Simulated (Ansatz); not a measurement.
Input and command of a calculation in Ansatz (plane waves; scalar-relativistic PAW potentials unless the input names others):

```yaml
crystal:
  lattice:
    - [3.6553372213, 0.0, 0.0]
    - [-1.8276686106, 3.165614893, 0.0]
    - [0.0, 0.0, 4.2989488782]
  atoms:
    - { symbol: Mg, position: [0.0, 0.0, 0.0] }
    - { symbol: Cr, position: [0.3333333333, 0.6666666667, 0.5] }
    - { symbol: Cr, position: [0.6666666667, 0.3333333333, 0.5] }
basis:
  ecutwfc: 420
kpoints:
  mp_grid: { grid: [12, 12, 12] }
hamiltonian:
  xc: pbe
  hubbard: { sites: [{ species: Cr, l: d, u_eff: 5.0 }], double_counting: fll }
scf:
  occupations: { method: gaussian, width: 0.1 }
output:
  forces: true
  eigenvalues: true
  stress: true
relax:
  adjacent_minimum: "off"
  f_tol: 0.02
  max_steps: 80
  cell: { stress_tol: 0.05 }
  max_displacement: 0.5
```

```bash
ansatz run input.yaml --threads 1 --pin off --max-ram 2560MiB --backend cpu --events-out ev --progress --plain --runs-dir out
```

Abridged log:
```
Mg: projections on atomic orbitals take those of the free atom [He] 2s2 2p6 3s2, of charge +0.00 (hamiltonian.pseudopotentials.projection_atoms); the dataset's partial waves leave at most 2.0e-8 of an orbital's norm unspanned inside its sphere
Cr: projections on atomic orbitals take those of the free atom [Ne] 3s2 3p6 3d5 4s1, of charge +0.00 (hamiltonian.pseudopotentials.projection_atoms); the dataset's partial waves leave at most 7.0e-7 of an orbital's norm unspanned inside its sphere
Pseudopotentials: kind: paw
Pseudopotential: Mg, paw, valence charge 10, recommended cutoff 420 eV (normal)
Pseudopotential: Cr, paw, valence charge 14, recommended cutoff 420 eV (normal)
Functional definition: PBE
Crystal: 3 atoms, lattice volume = 49.745 Å³
Basis set: ecut = 420 eV, 975 PW (Γ), exchange–correlation on 50×50×60 points (8 copies of the dense FFT grid, shifted against one another)
Bands: 23, of which v1, the nominal top of the filled ones, is band 19 counted from 1 (18 counted from 0)
Symmetry: 24 space group operations
Space group: P6/mmm (ITA 191), of the structure as read, at distance tolerance 3.7e-5 Å
k-points: 133 of 1728
Initial density: superposition of atomic densities (chi_scale 0.1, normalization cell, long waves kept (reshape's long-wave potential 0.00 eV rms))
Initial wavefunctions: pseudopotential atomic-orbital guess
Functional: x = pbe(κ = 0.804, μ = 0.21951497), c = pbe(β = 0.06672455)
SCF iter   1: F=—  HF=-8665.561738 eV  |F-HF|=—  |Δ(HF+E_count)|=         —  Δρ=1.32e-1  dr2=8.03e0  ethr=3.10e-3  ⟨swp⟩=4.4  Hψ=10911  notcnv=0
SCF iter   2: F=—  HF=-8664.247359 eV  |F-HF|=—  |Δ(HF+E_count)|=    1.31e0  Δρ=4.56e-2  dr2=9.25e-1  ethr=3.10e-3  ⟨swp⟩=3.0  Hψ=7446  notcnv=0  defer=2
SCF iter   3: F=—  HF=-8664.192757 eV  |F-HF|=—  |Δ(HF+E_count)|=   5.46e-2  Δρ=2.34e-2  dr2=2.52e-1  ethr=2.43e-3  ⟨swp⟩=2.1  Hψ=5281  notcnv=0  defer=2
SCF iter   4: F=—  HF=-8664.283108 eV  |F-HF|=—  |Δ(HF+E_count)|=   9.04e-2  Δρ=1.15e-2  dr2=1.00e-1  ethr=6.64e-4  ⟨swp⟩=2.3  Hψ=5361  notcnv=0  defer=2
SCF iter   5: F=—  HF=-8664.307919 eV  |F-HF|=—  |Δ(HF+E_count)|=   2.48e-2  Δρ=9.13e-3  dr2=3.56e-2  ethr=2.63e-4  ⟨swp⟩=2.2  Hψ=5271  notcnv=0  defer=2
SCF iter   6: F=—  HF=-8664.308233 eV  |F-HF|=—  |Δ(HF+E_count)|=   3.14e-4  Δρ=1.82e-3  dr2=9.52e-4  ethr=9.36e-5  ⟨swp⟩=2.0  Hψ=4627  notcnv=0  defer=4
SCF iter   7: F=—  HF=-8664.310107 eV  |F-HF|=—  |Δ(HF+E_count)|=   1.87e-3  Δρ=1.41e-3  dr2=6.47e-4  ethr=2.51e-6  ⟨swp⟩=2.0  Hψ=5638  notcnv=0  defer=4
SCF iter   8: F=—  HF=-8664.311387 eV  |F-HF|=—  |Δ(HF+E_count)|=   1.28e-3  Δρ=1.40e-3  dr2=1.07e-3  ethr=1.70e-6  ⟨swp⟩=2.0  Hψ=5785  notcnv=0  defer=4
   ...
SCF iter   4: F=—  HF=-8664.646189 eV  |F-HF|=—  |Δ(HF+E_count)|=   9.81e-7  Δρ=2.82e-5  dr2=3.10e-7  ethr=5.37e-9  ⟨swp⟩=2.0  Hψ=3967  notcnv=0
SCF iter   5: F=—  HF=-8664.646189 eV  |F-HF|=—  |Δ(HF+E_count)|=   1.95e-7  Δρ=1.59e-5  dr2=1.08e-7  ethr=8.17e-10  ⟨swp⟩=2.0  Hψ=3978  notcnv=0
SCF iter   6: F=-8664.646189 eV  HF=-8664.646189 eV  |F-HF|=7.31e-10  |Δ(HF+E_count)|=   6.92e-9  Δρ=1.99e-6  dr2=1.34e-9  ethr=1.56e-10  ⟨swp⟩=4.1  Hψ=9457  notcnv=0
SCF 10 converged in 6 iterations: F = -8664.646189 eV  dr2 = 1.34e-9
relax step  10: F+E_penalty+E_count = -8664.64618948 eV  Δ(F+E_penalty+E_count) = -3.486e-5 eV  max|allowed force component| = 1.419e-16 eV/Å  Δτ_max = 0.0000 Å  P = +0.006 GPa  Ω = 50.832 Å³  energy of the carried Pulay correction = -1.484e-5 eV  (6 SCF iters, dr2 threshold 5.95e-8 eV, accepted)
SCF iter   1: F=—  HF=-8664.646200 eV  |F-HF|=—  |Δ(HF+E_count)|=         —  Δρ=5.45e-6  dr2=2.29e-9  ethr=1.65e-8  ⟨swp⟩=4.2  Hψ=20144  notcnv=0
SCF iter   2: F=—  HF=-8664.646201 eV  |F-HF|=—  |Δ(HF+E_count)|=   1.49e-6  Δρ=4.43e-6  dr2=5.16e-9  ethr=6.03e-12  ⟨swp⟩=2.3  Hψ=5685  notcnv=0
SCF iter   3: F=—  HF=-8664.646201 eV  |F-HF|=—  |Δ(HF+E_count)|=   1.52e-9  Δρ=1.66e-6  dr2=6.71e-10  ethr=6.03e-12  ⟨swp⟩=2.1  Hψ=4369  notcnv=0
SCF iter   4: F=—  HF=-8664.646201 eV  |F-HF|=—  |Δ(HF+E_count)|=  5.24e-10  Δρ=9.42e-7  dr2=3.86e-10  ethr=1.77e-12  ⟨swp⟩=2.0  Hψ=3992  notcnv=0
SCF iter   5: F=-8664.646201 eV  HF=-8664.646201 eV  |F-HF|=1.27e-11  |Δ(HF+E_count)|=  1.67e-10  Δρ=1.98e-7  dr2=1.51e-11  ethr=1.00e-12  ⟨swp⟩=4.0  Hψ=14047  notcnv=0
SCF 11 converged in 5 iterations: F = -8664.646201 eV  dr2 = 1.51e-11
SCF converged after 5 iterations
Free energy (F): -8664.646201 eV
Harris-Foulkes:  -8664.646201 eV  (|F-HF|=1.27e-11)
Internal energy: -8664.630170 eV  (E = F + TS)
E sigma→0 (E₀):  -8664.638186 eV
Entropy (-TS):   -0.016031 eV (-5.344 meV/atom)
Fermi energy:    10.773730 eV
--- Forces (eV/Å), atoms counted from 1 ---
  atom   1  Mg     0.00000000     0.00000000     0.00000000
  atom   2  Cr     0.00000000     0.00000000     0.00000000
  atom   3  Cr     0.00000000     0.00000000     0.00000000
--- Stress (GPa, compression-positive) ---
        0.011612       0.000000       0.000000
        0.000000       0.011612       0.000000
        0.000000       0.000000      -0.001858
  P = ⅓ Tr σ = 0.0071 GPa (0.071 kbar)
Occupation matrices written to <dir>
--- Relaxed structure (9 steps of the walk, 9 accepted, 2 SCFs on fresh bases) ---
  F+E_penalty+E_count = -8664.64620125 eV   max|allowed force component| = 8.635e-17 eV/Å   (the final SCF, on the basis selected at the relaxed cell)
  cell:  # Å, volume = 50.8322 Å³
    - [3.96087310, 0.0, 0.0]
    - [-1.98043655, 3.43021672, 0.0]
    - [0.0, 0.0, 3.74133334]
  atoms:
    - { symbol: Mg, position: [0.0, 0.0, 0.0] }
    - { symbol: Cr, position: [0.33333333, 0.66666666, 0.5] }
    - { symbol: Cr, position: [0.66666666, 0.33333333, 0.5] }
```

Apart from outputs and empty bands, the input differs from a reference run on usual settings in hamiltonian.hubbard: not typed → {"sites": [{"species": "Cr", "l": "d", "u_eff": 5.0}], "double_counting": "fll"}; relax.f_tol: 0.01 → 0.02; relax.max_displacement: not typed → 0.5. The reference, at the same start, ended its own course with a relaxed volume of 16.66 Å³/atom, pressure 0.02 GPa, largest force 0.000 eV/Å, no gap on the mesh. This run converged in 87 SCF iterations over all its steps (reference: 43) with an energy at zero smearing 3.9 eV/atom above the reference's (the Hamiltonian itself differs), a relaxed volume of 16.94 Å³/atom, pressure 0.01 GPa, largest force 0.000 eV/Å, no gap on the mesh.

It took 2.5 min on 1 thread of Arm Neoverse V1, with other jobs on the host, peak memory 0.51 GiB.